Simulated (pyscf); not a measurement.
Single points on ωB97X-D3(BJ)/def2-SVP structures (PySCF, gas phase).

Question: `[Cl][Ge][SeH]` [singlet] + `[ClH]` → `[SeH2]` + `[Cl][Ge][Cl]` [singlet]
Surface: singlet. Broken: Ge–Se, Cl–H. Formed: H–Se, Cl–Ge. Give ΔE‡ and ΔE from ωB97X-D3(BJ)/def2-TZVP, relative to the separated reactants.

Answer: ΔE‡ = 0.06 eV, ΔE = -0.03 eV. ωB97M-D3(BJ)/def2-TZVP gives 0.14 eV and -0.17 eV. Zero-point energy shifts the barrier by -0.03 eV. It is a four-centre exchange, with an imaginary mode of 764i cm⁻¹. On the reactant side the descent ends in a complex, 0.24 eV under the separated species and 0.30 eV under the saddle at ωB97X-D3(BJ)/def2-TZVP. On the product side the descent ends in an adduct with a Ge–Se contact, 0.56 eV under the separated species and 0.65 eV under the saddle at ωB97X-D3(BJ)/def2-TZVP. What is counted as broken (Ge–Se) persists as a longer contact in the product adduct; parting that adduct is a step of its own. This is the saddle that the search found; another between the same sides may lie lower. Elements up to Kr have no core potential and no relativistic terms here.
